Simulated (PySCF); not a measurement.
Gas-phase reaction: 6 (CH3)3Si → 2 H3SiCCH + C2H6 + 4 (CH3)3SiH

Energies from PySCF, thermal terms from the rigid-rotor harmonic-oscillator model, ideal gas at 1 bar. † marks an energy on the PBE0/def2-TZVP geometry and frequencies; other levels use their own. 6-31G* has spherical d functions here. Open shells (unrestricted): (CH3)3Si (multiplicity 2); the rest are closed-shell singlets. B3LYP is the form with VWN-RPA correlation. (CH3)3Si: computed as isolated molecules; such fragments, hydroxides, amides, oligomers or adducts are transient or little studied in the gas. The harmonic model lacks anharmonicity and excited electronic states, which grow with temperature; levels with a mode under 35 cm⁻¹ are left out. Internal rotation in (CH3)3Si, C2H6, (CH3)3SiH is treated as a harmonic vibration of one conformer, which makes the entropy rough.

| level | ΔE electronic, kJ | ΔH°(298 K), kJ | ΔS°(298 K), J/K | ΔG°(2500 K), kJ |
|---|---|---|---|---|
| B3LYP/6-31G* | -270 | -328 | 60 | -472 |
| HF/def2-TZVP† | -196 | -253 | 65 | -405 |
| PBE0/def2-TZVP | -185 | -241 | 65 | -393 |
| r2SCAN/def2-TZVP† | -183 | -240 | 65 | -391 |
| ωB97X-V/def2-TZVP† | -301 | -358 | 65 | -509 |
ΔH° is lowest at ωB97X-V/def2-TZVP† and highest at r2SCAN/def2-TZVP†. No reference value is set beside these.
